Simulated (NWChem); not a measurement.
## Extrapolating the MP2 correlation energy of fluorine (F₂)

```xyz
2

F      0.0000     0.0000     0.6882
F      0.0000     0.0000    -0.6882
```
Charge 0, spin multiplicity 1.

All runs are NWChem calculations. The geometry was optimised at PBE0/def2-SVP, a minimum by its harmonic frequencies.

The correlated methods keep 2 core orbitals frozen.

Worked example. The MP2 correlation energy is -518.38 mHa in cc-pVTZ and -565.44 mHa in cc-pVQZ. The form E(X) = E∞ + A/X³ turns the pair into an estimate of the basis-set limit.

E∞ = (4³·(-565.44) − 3³·(-518.38))/(4³ − 3³) = -599.8 mHa. The larger basis holds 94 % of that, at about 5 times the processor time of the smaller one. This is a two-point estimate.
